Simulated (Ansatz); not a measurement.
C2H4O2, SMILES `COC=O` (C–O–C–O torsion 0°) (charge 0, multiplicity 1).

Z-matrix (Å, degrees):
```
O
C 1 1.3298
O 2 1.1960 1 125.80
H 2 1.0997 3 124.93 1 179.99
C 1 1.4275 2 115.23 4 180.00
H 5 1.0872 1 105.85 2 180.00
H 5 1.0906 6 110.58 1 -119.65
H 5 1.0906 6 110.58 7 -120.71
```
Charge 0, spin multiplicity 1.

Frozen-core energies in 6-31g from Ansatz (a quantum-chemistry and plane-wave program) at a geometry from PBE0-D3(BJ)/def2-TZVP; the HF reference has <S^2> = 0.00 and the T1 diagnostic is 0.016.

| level | energy (Ha) |
|---|---|
| HF | -227.67008 |
| MP2 | -228.09543 |
| CCSD | -228.11378 |
| CCSD(T) | -228.12625 |

Question: Estimate the energies of CCSDT and CCSDT(Q), and give each level's difference from CCSDT(Q).

Answer: 
```
level     energy (Ha)  difference from CCSDT(Q) (mHa)
--------  -----------  ------------------------------
MP2        -228.09543                           32.90
CCSD       -228.11378                           14.55
CCSD(T)    -228.12625                            2.08
CCSDT      -228.12675                            1.58
CCSDT(Q)   -228.12833                            0.00
```
